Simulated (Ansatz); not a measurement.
Run this with Ansatz 0.2.0 through its Python package and show what comes out.

Input file `ch4no.xyz`:
```text
7

C    -0.59070    0.00250    0.04870
N     0.77820    0.36080   -0.30200
O     1.39620   -0.76360   -0.73770
H    -1.11920    0.89750    0.43960
H    -1.13000   -0.35840   -0.85310
H    -0.60030   -0.79080    0.82850
H     1.26580    0.65210    0.57600
```

`ch4no_basis.py`:
```python
"""How the energy of CH4NO converges with the basis."""

import ansatz as az


def main() -> None:
    system = az.Crystal.molecule_from_extxyz("ch4no.xyz")

    job = (
        system.calculation()
        .correlation("mp2")
        .spin("collinear", total=1)
    )

    energies = {}
    for basis in ["cc-pVDZ", "cc-pVTZ"]:
        data = job.basis(gaussian=basis).run(threads=1, backend="cpu").report
        size = data["n_frozen"] + data["n_occupied"][0] + data["n_virtual"][0]
        energies[basis] = (data["reference_energy_ev"] / 27.211386246, data["free_energy_ev"] / 27.211386246)
        print(f"{basis:14s} {size:4d} orbitals  reference {energies[basis][0]:14.6f} Ha  total {energies[basis][1]:14.6f} Ha")

    # correlation energy at the basis limit from E(X) = E + A / X^3
    small, large = (energies[b][1] - energies[b][0] for b in ("cc-pVDZ", "cc-pVTZ"))
    limit = (3 ** 3 * large - 2 ** 3 * small) / (3 ** 3 - 2 ** 3)
    print(f"correlation energy: {small:.6f} and {large:.6f} Ha, extrapolated {limit:.6f} Ha")
    print(f"share caught by the larger set: {100 * large / limit:.1f} %")


if __name__ == "__main__":
    main()
```

Output of `python ch4no_basis.py`:
```text
cc-pVDZ          62 orbitals  reference    -169.429304 Ha  total    -169.897131 Ha
cc-pVTZ         146 orbitals  reference    -169.479650 Ha  total    -170.069411 Ha
correlation energy: -0.467828 and -0.589761 Ha, extrapolated -0.641101 Ha
share caught by the larger set: 92.0 %
```

Against cc-pVDZ: cc-pVTZ -172.3 mHa. The last step alone is -172.28 mHa. From the first set to the last the time grows from 0.9 to 5.3 s.

Reading the output:
- The drop along the ladder measures the basis error, and is no property of the molecule.
- The geometry is a force-field or estimated start, not a minimum of this method, and the last set is no limit. Much of the fall in a total is atomic energy, which cancels in bond and reaction energies.
- The run takes the species as open-shell (spin multiplicity 2), which needn't be its ground state.
- Inner cores stay frozen, so this is valence correlation.
- An extrapolation from small basis sets is rough.
- Finished in 6.9 s on 1 thread of Arm Neoverse V1 (shared host), peak memory 0.3 GiB.
